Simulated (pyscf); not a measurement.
Optimised with ωB97X-D3(BJ)/def2-SVP in PySCF.

### Question
`[BH2][OH]` + `[CH4]` → `[CH3][BH][OH]` + `[H][H]`
Surface: singlet. Broken: B–H, C–H. Formed: B–C, H–H. Give ΔE‡ and ΔE from ωB97M-D3(BJ)/def2-TZVP, relative to the separated reactants.

### Answer
ΔE‡ = 45.0 kcal/mol, ΔE = +4.2 kcal/mol. Zero-point energy shifts the barrier by +0.2 kcal/mol. It is a four-centre exchange, with an imaginary mode of 1286i cm⁻¹. At the saddle there is also a short B–H contact that neither side keeps. One saddle was located; it need not be the lowest between these sides.
